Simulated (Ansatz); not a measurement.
Several settings on one geometry of Li₂F⁺ (that of the charge 1 singlet, PBE0-D4/def2-TZVP). Ansatz on 2 threads of Arm Neoverse V2 on a shared host; times are rough.

```xyz
3

Li    0.774    0.941    1.125
Li   -0.774   -0.941   -1.125
F     0.000    0.000    0.000
```

Totals from different functionals, basis sets or treatments of relativity can't be compared as stabilities.

LC-ωPBE has ω = 0.4 bohr⁻¹. Correlated methods freeze 1 core orbital; core or outer-core shells of Li are correlated, in sets that lack core-valence functions.

Scalar relativity in a set contracted without it gives distorted totals.

**Question.** Give the basis size and estimate the energy, ⟨S²⟩ and time of these runs.

```json
{"run": "1", "method": "UKS LC-ωPBE/def2-mTZVPP", "charge": "1", "state": "singlet", "further keys": "pseudopotentials: {relativity: scalar}; forces asked"}
{"run": "2", "method": "RHF, mp2/def2-mTZVP", "charge": "1", "state": "singlet", "further keys": "scf: {omitted_lower_state_checks: [starts]}"}
{"run": "3", "method": "RKS rPW86-PBE-D4/STO-3G", "charge": "1", "state": "singlet", "further keys": "scf: {omitted_lower_state_checks: [starts]}; forces asked"}
```

**Answer.** 
| run | functions | energy (Eh) | ⟨S²⟩ | wall time |
| --- | --- | --- | --- | --- |
| 1 | 46 | -114.8587 | 0.00 | 0.65 s |
| 2 | 35 | -114.5666 | – | 0.1 s |
| 3 | 15 | -113.3858 | – | 0.8 s |
